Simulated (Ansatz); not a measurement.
# Ce (Ce, fcc): the cost of one run

Method: DFT, RPBE, plane waves (420 eV) with PAW, scalar-relativistic, in Ansatz 0.2.0.

**1. The starting structure**

The structure is tetragonal, space group I4/mmm (No. 139). The conventional cell has a = 3.411 Å, b = 3.411 Å, c = 4.796 Å, α = 90.00°, β = 90.00°, γ = 90.00°. Ce (site symmetry 4/mmm) is surrounded by 12 Ce at 3.40 to 3.41 Å.

Coordinates:

```
CELL_PARAMETERS angstrom
3.41081 0.00000 0.00000
0.00000 3.41081 0.00000
0.00000 0.00000 4.79612
ATOMIC_POSITIONS crystal
Ce 0.00000 0.00000 0.00000
Ce 0.50000 0.50000 0.50000
```

**2. Volume x 1.0**

input.yaml reads:

```yaml
crystal:
  lattice:
    - [3.4108126171, 0.0, 0.0]
    - [0.0, 3.4108126171, 0.0]
    - [0.0, 0.0, 4.7961182441]
  atoms:
    - { symbol: Ce, position: [1.0, 1.0, 0.0], spin: 1.0 }
    - { symbol: Ce, position: [0.5, 0.5, 0.5], spin: -1.0 }
hamiltonian:
  xc: rpbe
  pseudopotentials:
    kind: paw
    azcp:
      Ce: "pseudopotentials/Ce.paw.azcp"
basis:
  ecutwfc: 420
  fft_grid_basis: typed
kpoints:
  mp_grid: { grid: [12, 12, 9], shift: [0, 0, 0] }
magnetization:
  spin_polarized: true
scf:
  occupations: { method: fermi_dirac, width: 0.05 }
output:
  stress: true
```

Q: Estimate wall time and peak memory on 4 threads of an Arm CPU, shared host.

About 19 s, with a peak of 0.75 GiB.
